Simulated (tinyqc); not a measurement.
UKS/exchange-only LDA in the sto-6g basis, for LiH+, spin multiplicity 2, step by step. One step of it, computed by the program tinyqc.

Problem. Iteration 1: building the Kohn-Sham matrix. J_ij = sum D_kl (ij|kl) with D = D(alpha) + D(beta); F = H + J + V_xc; E = tr D H + tr D J / 2 + E_xc + E_nn.

D(alpha) at the start:
```
            1Li 1s     1Li 2s   1Li 2px   1Li 2py    1Li 2pz      2H 1s
1Li 1s    1.025006  -0.068249  0.000000  0.000000  -0.033228  -0.059623
1Li 2s   -0.068249   0.108826  0.000000  0.000000   0.110169   0.211886
1Li 2px   0.000000   0.000000  0.000000  0.000000   0.000000   0.000000
1Li 2py   0.000000   0.000000  0.000000  0.000000   0.000000   0.000000
1Li 2pz  -0.033228   0.110169  0.000000  0.000000   0.112839   0.217176
2H 1s    -0.059623   0.211886  0.000000  0.000000   0.217176   0.418010
```

D(beta) at the start:
```
            1Li 1s     1Li 2s   1Li 2px   1Li 2py    1Li 2pz      2H 1s
1Li 1s    1.014795  -0.035102  0.000000  0.000000   0.000715   0.005705
1Li 2s   -0.035102   0.001214  0.000000  0.000000  -0.000025  -0.000197
1Li 2px   0.000000   0.000000  0.000000  0.000000   0.000000   0.000000
1Li 2py   0.000000   0.000000  0.000000  0.000000   0.000000   0.000000
1Li 2pz   0.000715  -0.000025  0.000000  0.000000   0.000001   0.000004
2H 1s     0.005705  -0.000197  0.000000  0.000000   0.000004   0.000032
```

core Hamiltonian H = T + V (hartree):
```
            1Li 1s     1Li 2s    1Li 2px    1Li 2py    1Li 2pz      2H 1s
1Li 1s   -4.764640  -1.013144   0.000000   0.000000  -0.015333  -0.252738
1Li 2s   -1.013144  -1.375307   0.000000   0.000000  -0.117197  -0.642827
1Li 2px   0.000000   0.000000  -1.130543   0.000000   0.000000   0.000000
1Li 2py   0.000000   0.000000   0.000000  -1.130543   0.000000   0.000000
1Li 2pz  -0.015333  -0.117197   0.000000   0.000000  -1.224203  -0.794450
2H 1s    -0.252738  -0.642827   0.000000   0.000000  -0.794450  -1.412014
```

Two-electron integrals (ij|kl) in chemists' order, unique and non-zero (hartree):
```
(11|11) 1.681247   (21|11) 0.242603   (21|21) 0.044507   (22|11) 0.397190
(22|21) 0.090279   (22|22) 0.290625   (31|31) 0.009437   (32|31) 0.014261
(32|32) 0.064236   (33|11) 0.397190   (33|21) 0.090279   (33|22) 0.290625
(33|33) 0.313125   (41|41) 0.009437   (42|41) 0.014261   (42|42) 0.064236
(43|43) 0.016875   (44|11) 0.397190   (44|21) 0.090279   (44|22) 0.290625
(44|33) 0.279374   (44|44) 0.313125   (51|51) 0.009437   (52|51) 0.014261
(52|52) 0.064236   (53|53) 0.016875   (54|54) 0.016875   (55|11) 0.397190
(55|21) 0.090279   (55|22) 0.290625   (55|33) 0.279374   (55|44) 0.279374
(55|55) 0.313125   (61|11) 0.059225   (61|21) 0.010625   (61|22) 0.021711
(61|33) 0.021412   (61|44) 0.021412   (61|51) 0.001413   (61|52) 0.002834
(61|55) 0.022310   (61|61) 0.002804   (62|11) 0.138035   (62|21) 0.031772
(62|22) 0.107934   (62|33) 0.102450   (62|44) 0.102450   (62|51) 0.005478
(62|52) 0.031751   (62|55) 0.118903   (62|61) 0.009122   (62|62) 0.066024
(63|31) 0.002702   (63|32) 0.012268   (63|53) 0.004879   (63|63) 0.004736
(64|41) 0.002702   (64|42) 0.012268   (64|54) 0.004879   (64|64) 0.004736
(65|11) 0.169735   (65|21) 0.039481   (65|22) 0.138675   (65|33) 0.129352
(65|44) 0.129352   (65|51) 0.008541   (65|52) 0.048927   (65|55) 0.157319
(65|61) 0.011862   (65|62) 0.093270   (65|65) 0.133719   (66|11) 0.313404
(66|21) 0.073537   (66|22) 0.272976   (66|33) 0.249234   (66|44) 0.249234
(66|51) 0.014617   (66|52) 0.102814   (66|55) 0.320454   (66|61) 0.022349
(66|62) 0.209124   (66|65) 0.306877   (66|66) 0.774999
```

nuclear repulsion = 0.94271475 hartree

V_xc(alpha) (hartree):
```
            1Li 1s     1Li 2s    1Li 2px    1Li 2py    1Li 2pz      2H 1s
1Li 1s   -0.968398  -0.107871   0.000000   0.000000  -0.005464  -0.029630
1Li 2s   -0.107871  -0.125695   0.000000   0.000000  -0.064367  -0.102343
1Li 2px   0.000000   0.000000  -0.113030   0.000000   0.000000   0.000000
1Li 2py   0.000000   0.000000   0.000000  -0.113030   0.000000   0.000000
1Li 2pz  -0.005464  -0.064367   0.000000   0.000000  -0.151031  -0.148306
2H 1s    -0.029630  -0.102343   0.000000   0.000000  -0.148306  -0.392687
```

V_xc(beta) (hartree):
```
            1Li 1s     1Li 2s    1Li 2px    1Li 2py    1Li 2pz      2H 1s
1Li 1s   -0.963794  -0.101838   0.000000   0.000000  -0.000039  -0.025501
1Li 2s   -0.101838  -0.052723   0.000000   0.000000   0.000307  -0.013472
1Li 2px   0.000000   0.000000  -0.052873   0.000000   0.000000   0.000000
1Li 2py   0.000000   0.000000   0.000000  -0.052873   0.000000   0.000000
1Li 2pz  -0.000039   0.000307   0.000000   0.000000  -0.052417  -0.012696
2H 1s    -0.025501  -0.013472   0.000000   0.000000  -0.012696  -0.015857
```

E_xc = sum of w rho eps_xc = -1.69656452 hartree

Give: Coulomb J; F(alpha); F(beta); total energy of this density.

Solution.

Coulomb J (hartree):
```
         1Li 1s  1Li 2s  1Li 2px  1Li 2py  1Li 2pz  2H 1s
1Li 1s    3.725   0.566    0.000    0.000    0.015  0.142
1Li 2s    0.566   1.074    0.000    0.000    0.091  0.462
1Li 2px   0.000   0.000    1.056    0.000    0.000  0.000
1Li 2py   0.000   0.000    0.000    1.056    0.000  0.000
1Li 2pz   0.015   0.091    0.000    0.000    1.109  0.606
2H 1s     0.142   0.462    0.000    0.000    0.606  1.255
```

F(alpha) (hartree):
```
         1Li 1s  1Li 2s  1Li 2px  1Li 2py  1Li 2pz   2H 1s
1Li 1s   -2.008  -0.555    0.000    0.000   -0.006  -0.140
1Li 2s   -0.555  -0.427    0.000    0.000   -0.091  -0.283
1Li 2px   0.000   0.000   -0.187    0.000    0.000   0.000
1Li 2py   0.000   0.000    0.000   -0.187    0.000   0.000
1Li 2pz  -0.006  -0.091    0.000    0.000   -0.266  -0.337
2H 1s    -0.140  -0.283    0.000    0.000   -0.337  -0.549
```

F(beta) (hartree):
```
         1Li 1s  1Li 2s  1Li 2px  1Li 2py  1Li 2pz   2H 1s
1Li 1s   -2.004  -0.549    0.000    0.000   -0.001  -0.136
1Li 2s   -0.549  -0.354    0.000    0.000   -0.026  -0.194
1Li 2px   0.000   0.000   -0.127    0.000    0.000   0.000
1Li 2py   0.000   0.000    0.000   -0.127    0.000   0.000
1Li 2pz  -0.001  -0.026    0.000    0.000   -0.168  -0.201
2H 1s    -0.136  -0.194    0.000    0.000   -0.201  -0.172
```

total energy of this density = -7.40244 hartree
